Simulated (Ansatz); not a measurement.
This geometry of CH$_{4}$O$_{2}$S (8 atoms, charge 0, multiplicity 1) is a first-order saddle point.

Computed with RHF/def2-SVP (Ansatz).

```xyz
8
Properties=species:S:1:pos:R:3
O 0.279 0.870 -0.885
C 0.153 0.770 0.477
S -0.458 -0.899 1.006
O -0.465 -1.675 -0.453
H -0.489 0.522 -1.314
H -0.548 1.496 0.894
H 1.132 0.940 0.916
H 0.396 -2.023 -0.641
```

Task: Which two structures does it join? (They come from a converged band through this point; their orientation in space is the band's.)

Result: No bond is made or broken. The dihedral O1–C2–S3–O4 goes from -61 to 65°.

Image 0:

```xyz
8
Properties=species:S:1:pos:R:3
O 0.495 0.994 -0.864
C 0.178 0.745 0.453
S 0.400 -0.973 0.957
O -0.689 -1.659 -0.095
H -0.168 0.615 -1.420
H -0.850 1.031 0.682
H 0.849 1.318 1.091
H -0.214 -2.071 -0.803
```

Image 8:

```xyz
8
Properties=species:S:1:pos:R:3
O 0.326 1.180 -0.932
C 0.095 0.687 0.332
S -0.978 -0.758 0.407
O -0.065 -1.877 -0.392
H -0.491 1.273 -1.400
H -0.410 1.408 0.986
H 1.060 0.449 0.772
H 0.462 -2.363 0.226
```

Task: How far does it lie above each of them?

Result: 3.9 kcal/mol above the first and 3.4 kcal/mol above the second. This is the barrier of this one path; another mechanism may lie lower.

Time of the run: 29 s on 1 thread of AMD EPYC 9R45 96-Core Processor (Zen 5), with other jobs on the host, peak memory 0.17 GiB.
